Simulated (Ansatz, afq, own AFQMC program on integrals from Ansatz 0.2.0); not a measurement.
AFQMC on a folder of integrals that Ansatz 0.2.0 wrote.

```yaml
crystal:
  periodic: [false, false, false]
  atoms:
    - {symbol: C, position_ang: [-1.330651, -0.665659, -0.213212]}
    - {symbol: C, position_ang: [-0.071308, 0.000035, 0.314318]}
    - {symbol: C, position_ang: [1.120470, -0.941592, 0.337516]}
    - {symbol: O, position_ang: [0.239510, 1.105403, -0.515174]}
    - {symbol: Ge, position_ang: [0.309702, 2.780722, 0.107689]}
    - {symbol: H, position_ang: [-2.174526, 0.040395, -0.205582]}
    - {symbol: H, position_ang: [-1.175895, -1.000942, -1.250476]}
    - {symbol: H, position_ang: [-1.603461, -1.537726, 0.400499]}
    - {symbol: H, position_ang: [-0.264467, 0.351800, 1.350355]}
    - {symbol: H, position_ang: [2.009094, -0.432164, 0.739537]}
    - {symbol: H, position_ang: [1.354627, -1.280826, -0.683448]}
    - {symbol: H, position_ang: [0.915340, -1.824211, 0.962356]}
    - {symbol: H, position_ang: [0.691965, 3.370067, -1.329578]}
basis:
  gaussian: {orbitals: def2-SVP}
magnetization: {spin_polarized: false}
correlation: {method: ccsd_t, electrons: outside_noble_gas, hamiltonian_folder: ham}
```

```sh
$ ansatz run in.yaml --threads 1 --pin off --events-out ev --progress --plain --max-ram 16896MiB --backend cuda --devices 0, --max-vram 18GiB
```

afq runs on the folder ham with

```
--method phaseless --trial cisd --walkers 2000 --populations 20 --least-time 60 --time-step 0.005 --steps-per-block 50 --equilibration-blocks 28 --max-blocks 4000 --target-error 0.00033 --factor-cut 1e-05 --seed 173 --release-times 0.21,0.42,0.63,0.9 --release-step 0.03 --release-every 5 --taylor-order 6
```

Times are imaginary, in 1/Eh. The walk had a cap of 367 s. With eight or more populations the least sampling time is a fifth of least-time, and the error comes from their spread. Filled inner d shells are frozen with the cores.

Output of the walk:

```
orbitals 110  electrons 15 15  factors 965 of 1299
reference energy -2268.07454223 Eh
CCSD correlation -0.76083908 Eh in 11 cycles, weight of the determinant in the CISD state 0.7580
energy of the start -2268.835378 Eh
 block  time / (1/Eh)  mean weight  energy / Eh
     1     0.250  0.9999  -2268.801803
     2     0.500  0.9998  -2268.817462
     3     0.750  0.9990  -2268.832554
     4     1.000  1.0008  -2268.838965
     5     1.250  0.9997  -2268.846476
    10     2.500  0.9998  -2268.852066
    25     6.250  0.9995  -2268.854815
    40    10.000  1.0004  -2268.861231
    55    13.750  1.0003  -2268.856522
    70    17.500  1.0000  -2268.860262
    85    21.250  0.9998  -2268.861100
   100    25.000  1.0003  -2268.865330
   103    25.750  1.0000  -2268.865427
   115    28.750  1.0002  -2268.858046
   130    32.500  1.0005  -2268.859696
   145    36.250  1.0004  -2268.860857
   148    37.000  1.0004  -2268.860178
error from the spread of 20 populations
released: time / (1/Eh)  energy / Eh  error  mean overlap
  0.21  -2268.861748  0.000475  0.9983
  0.42  -2268.861983  0.000431  0.9962
  0.63  -2268.861539  0.000486  0.9914
  0.90  -2268.861872  0.000674  0.9837
energy -2268.860949 +/- 0.000325 Eh
(rows thinned)
```

The run passed its tests (sampling time, drift between the halves within three errors, error under three times the target), which doesn't prove that it has relaxed.

Against this walk (error 8.8 meV) on the same determinant: CCSD(T) 71.2 meV higher. The error is statistical and leaves out the bias of the constraint. Released to 0.63 1/Eh the energy moves by -16 ± 16 meV (both errors), within twice the noise.

Cautions: constraint bias not in the error; no relativity below Rb; no spin-orbit coupling; inner d shell frozen.

The walk took 3.2 min on 1 × NVIDIA H100 80GB HBM3 with 2 threads of AMD EPYC 7R13 Processor (Zen 3), with other jobs on the host (the card was shared). The log's last line is the phaseless energy.
